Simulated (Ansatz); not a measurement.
# N₂H₃+ (triplet): from Hartree-Fock to the top rungs, def2-TZVPP

The task here is to estimate one member of a computed series from the others.

Computed with Ansatz 0.2.0, Gaussian basis. Level: def2-TZVPP, core rule «outside noble gas», up to 2 orbitals frozen.

To be run: UHF; ROHF; CCSD(T) on UHF.

2 further runs of the same task are left out: 2 set aside as unsound or not needed.

### What is computed

The geometry is a PBE0/def2-TZVP stationary point (not a proven minimum) of the parent state, kept for this charge and spin.

5 atoms, charge 1, spin multiplicity 3.

Atoms are counted from 1 here; the program's logs count them from 0.

Bond lengths: N1–N2 1.338 Å, N1–H3 1.012 Å, N1–H4 1.007 Å, N2–H5 1.021 Å. Angles: N2–N1–H3 120.9°, N2–N1–H4 113.9°, H3–N1–H4 114.6°, N1–N2–H5 106.1°.

The first run:

in.yaml

```yaml
crystal:
  periodic: [false, false, false]
  atoms:
    - {symbol: N, position_ang: [-0.060277, -0.053084, 0.622021]}
    - {symbol: N, position_ang: [0.034117, 0.122863, -0.700923]}
    - {symbol: H, position_ang: [0.213328, -0.927712, 1.050447]}
    - {symbol: H, position_ang: [0.166554, 0.767486, 1.160673]}
    - {symbol: H, position_ang: [-0.016346, -0.809450, -1.114669]}
basis:
  gaussian: {orbitals: def2-TZVPP}
total_charge: 1
magnetization: {spin_polarized: true, initial_magnetization: 2}
hamiltonian: {xc: hf}
output: {orbitals: {seedname: orbitals}}
```

Launch:

```console
$ ansatz run in.yaml --threads 1 --pin off --events-out ev --progress --plain --max-ram 4096MiB --backend cpu
```

Among the steps run: UHF; ROHF; CCSD(T) on UHF.

One table of the session follows, with a row left open; its other results are not shown here.

```
  method  from UCCSD(T) (meV)
    ROHF             +10941.9
     UHF             +10635.5
    UMP2                    ?
   UCCSD               +378.8
UCCSD(T)                    0
```

Estimate the missing values for UMP2.

The run gave: from UCCSD(T) (meV): +1016.5. In the column «from UCCSD(T) (meV)» it lies between UCCSD (+378.8) and UHF (+10635.5).
